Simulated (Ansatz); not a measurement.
AlAs, triplet: the ladder up to full CI

Geometry: a point of a stretch scan, not a stationary point.

```xyz
2

Al    0.0000    0.0000    0.0000
As    0.0000    0.0000    2.8700
```

Basis cc-pVDZ; Ansatz 0.2.0. Correlated methods freeze the noble-gas cores and the filled d shells of p-block atoms, which leaves 8 electrons in 26 orbitals. R marks a restricted (for open shells ROHF) determinant, U an unrestricted one. Active spaces: pair = (4e, 4o) about the gap; valence = (8e, 8o) chosen from the atoms' valence shells. No spin–orbit coupling is included, and no scalar relativity.

Full CI is exact within this basis and frozen core; it isn't the basis-set limit. The frozen core follows each run's orbitals, which can shift R against U totals by a few meV for light atoms and by up to 0.1 eV past Ca.

For open shells CISD is restricted-active-space CI with the open shells as a complete middle space.

The UHF ⟨S²⟩ is 2.051 and the T1 diagnostic (RCCSD) is 0.0290. The largest doubles amplitude (RCCSD) is 0.102.

```
                   level  E − E(full CI) (kJ/mol)  share of correlation (%)    wall time
                     RHF                    387.8                      0.00            –
                    RMP2                     96.9                     75.01            –
                    CISD                     41.3                     89.35          2 s
                   RCCSD                     16.0                     95.88            –
                RCCSD(T)                      4.3                     98.89         11 s
                 BCCD(T)                      4.4                     98.87          8 s
                  RCCSDT                      0.9                     99.76            –
               RCCSDT(Q)                      0.1                     99.98         12 s
                 RCCSDTQ                      0.0                    100.00  17 s (H100)
  CASSCF (valence space)                    264.4                     31.81            –
  NEVPT2 (valence space)                     66.5                     82.86        4.2 s
  MRCISD (valence space)                     19.3                     95.03            –
MRCISD+Q (valence space)                      2.0                     99.49        4.8 s
```

The correlation energy at full CI, counted from RHF, is -4.019 eV. That run took 16 s on 2 threads of AMD EPYC 7R13 with a shared H100 80 GB, shared host over 55,868,912 determinants.

Run but not shown, since their state, orbitals or frozen core can't be matched to the reference's or they repeat it: UHF, UMP2, UCCSD, UCCSD(T), UCCSDT, UCCSDT(Q), UCCSDTQ, CASSCF (pair space), NEVPT2 (pair space), MRCISD (pair space), MRCISD+Q (pair space).

Times hold each run's SCF and search for its determinant on a shared host, so for small cases they say little of a method's own cost; rows without a card ran on 1 thread of AMD EPYC 7R13.

The full-CI state has the irrep A2 of C2v, in the program's axes (one component, if the state is degenerate).

Natural occupations of full CI about the gap: 1.956 1.914 1.859 0.988 0.988 0.080 0.053 0.053 0.015 0.015; effectively unpaired electrons, Σ n²(2−n)², 2.15.
